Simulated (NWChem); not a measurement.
The numbers come from NWChem runs, not from measurements. System: C, charge 0, spin multiplicity 3. Its SCF solution wasn't tested for a lower state. Level: UHF/def2-TZVP.

Output (cleaned and shortened):

```
             Northwest Computational Chemistry Package (NWChem) 7.3.0
             --------------------------------------------------------

                                NWChem Input Module
                                -------------------

 Scaling coordinates for geometry "geometry" by  1.889725989
 (inverse scale =  0.529177249)

                             Geometry "geometry" -> ""
                             -------------------------

 Output coordinates in angstroms (scale by  1.889725989 to convert to a.u.)

  No.       Tag          Charge          X              Y              Z
 ---- ---------------- ---------- -------------- -------------- --------------
    1 C                    6.0000     0.00000000     0.00000000     0.00000000

 Effective nuclear repulsion energy (a.u.)       0.0000000000

            Nuclear Dipole moment (a.u.)
            ----------------------------
        X                 Y               Z
 ---------------- ---------------- ----------------
     0.0000000000     0.0000000000     0.0000000000

      Symmetry information
      --------------------

 Group name             D2h
 Group number             26
 Group order               8
 No. of unique centers     1

      Symmetry unique atoms

     1


 Summary of "ao basis" -> "" (spherical)
 ------------------------------------------------------------------------------
       Tag                 Description            Shells   Functions and Types
 ---------------- ------------------------------  ------  ---------------------
 *                         def2-tzvp                  on all atoms

 Summary of "ao basis" -> "ao basis" (spherical)
 ------------------------------------------------------------------------------
       Tag                 Description            Shells   Functions and Types
 ---------------- ------------------------------  ------  ---------------------
 C                         def2-tzvp                11       31   5s3p2d1f

                                 NWChem SCF Module
                                 -----------------

  ao basis        = "ao basis"
  functions       =    31
  atoms           =     1
  alpha electrons =     4
  beta  electrons =     2
  charge          =   0.00
  wavefunction    = UHF
  use symmetry    = T
  symmetry adapt  = T

 Summary of "ao basis" -> "ao basis" (spherical)
 ------------------------------------------------------------------------------
       Tag                 Description            Shells   Functions and Types
[...]
              MO Center= -2.3D-35, -3.4D-37,  6.2D-23, r^2= 4.2D+00
   Bfn.  Coefficient  Atom+Function         Bfn.  Coefficient  Atom+Function
  ----- ------------  ---------------      ----- ------------  ---------------
    14      1.319575  1 C  pz                11     -0.774674  1 C  pz
     8     -0.235255  1 C  pz

                     UHF Final Beta Molecular Orbital Analysis
                     -----------------------------------------

 Vector    2  Occ=1.000000D+00  E=-5.830886D-01  Symmetry=ag
              MO Center= -8.0D-21,  8.1D-20, -1.0D-18, r^2= 9.2D-01
   Bfn.  Coefficient  Atom+Function         Bfn.  Coefficient  Atom+Function
  ----- ------------  ---------------      ----- ------------  ---------------
     4      0.504030  1 C  s                  3      0.379339  1 C  s
     5      0.246336  1 C  s                  2     -0.232882  1 C  s

 Vector    3  Occ=0.000000D+00  E= 6.122217D-02  Symmetry=b2u
              MO Center=  4.0D-35,  1.6D-20, -4.0D-33, r^2= 2.2D+00
   Bfn.  Coefficient  Atom+Function         Bfn.  Coefficient  Atom+Function
  ----- ------------  ---------------      ----- ------------  ---------------
    13      0.671994  1 C  py                 7      0.303450  1 C  py
    10      0.224249  1 C  py

 Vector    4  Occ=0.000000D+00  E= 1.101630D-01  Symmetry=b3u
              MO Center=  4.3D-23,  1.3D-37,  2.3D-40, r^2= 2.5D+00
   Bfn.  Coefficient  Atom+Function         Bfn.  Coefficient  Atom+Function
  ----- ------------  ---------------      ----- ------------  ---------------
    12      0.770541  1 C  px                 6      0.276615  1 C  px

 Vector    5  Occ=0.000000D+00  E= 1.101630D-01  Symmetry=b1u
              MO Center=  3.3D-19,  3.0D-22,  3.5D-18, r^2= 2.5D+00
   Bfn.  Coefficient  Atom+Function         Bfn.  Coefficient  Atom+Function
  ----- ------------  ---------------      ----- ------------  ---------------
    14      0.770541  1 C  pz                 8      0.276615  1 C  pz

 center of mass
 --------------
 x =   0.00000000 y =   0.00000000 z =   0.00000000

 moments of inertia (a.u.)
 ------------------
           0.000000000000           0.000000000000           0.000000000000
           0.000000000000           0.000000000000           0.000000000000
           0.000000000000           0.000000000000           0.000000000000

  Mulliken analysis of the total density
  --------------------------------------

    Atom       Charge   Shell Charges
 -----------   ------   -------------------------------------------------------
    1 C    6     6.00   0.86  1.11  0.68  1.01  0.33  0.79  0.88  0.34  0.00  0.00  0.00

  Mulliken analysis of the alpha density
  --------------------------------------

    Atom       Charge   Shell Charges
 -----------   ------   -------------------------------------------------------
    1 C    6     4.00   0.43  0.55  0.37  0.53  0.12  0.79  0.88  0.34  0.00  0.00  0.00

   Mulliken analysis of the beta density
   -------------------------------------

    Atom       Charge   Shell Charges
 -----------   ------   -------------------------------------------------------
    1 C    6     2.00   0.43  0.56  0.31  0.48  0.21  0.00  0.00  0.00  0.00  0.00  0.00

   Mulliken analysis of the spin density
   -------------------------------------

    Atom       Charge   Shell Charges
 -----------   ------   -------------------------------------------------------
    1 C    6     2.00   0.00 -0.00  0.05  0.04 -0.09  0.79  0.88  0.34  0.00  0.00  0.00

       Multipole analysis of the density wrt the origin
       ------------------------------------------------

     L   x y z        total         alpha         beta         nuclear
     -   - - -        -----         -----         ----         -------
     0   0 0 0     -0.000000     -4.000000     -2.000000      6.000000

     1   1 0 0     -0.000000     -0.000000      0.000000      0.000000
     1   0 1 0     -0.000000     -0.000000     -0.000000      0.000000
     1   0 0 1     -0.000000     -0.000000      0.000000      0.000000

     2   2 0 0     -5.068721     -3.979093     -1.089628      0.000000
     2   1 1 0     -0.000000     -0.000000     -0.000000      0.000000
     2   1 0 1      0.000000      0.000000     -0.000000      0.000000
     2   0 2 0     -3.596290     -2.388436     -1.207854      0.000000
     2   0 1 1      0.000000      0.000000      0.000000      0.000000
     2   0 0 2     -5.068721     -3.979093     -1.089628      0.000000

 Task  times  cpu:        0.1s     wall:        0.1s

 Total times  cpu:        0.1s     wall:        0.1s
```

Write an NWChem input that would produce this output.

Several could match; the one computed here: 
```
start mol
memory heap 200 mb stack 900 mb global 1100 mb
geometry units angstroms nocenter noautoz
  C      0.000000     0.000000     0.000000
  symmetry group D2h
end
basis spherical
  * library def2-tzvp
end
scf
  uhf
  nopen 2
  maxiter 100
  thresh 1e-7
  semidirect memsize 60000000 filesize 0
  # guess.movecs holds the orbitals of an unrestricted PBE0 run
  vectors input guess.movecs output mol.movecs
end
task scf energy
```
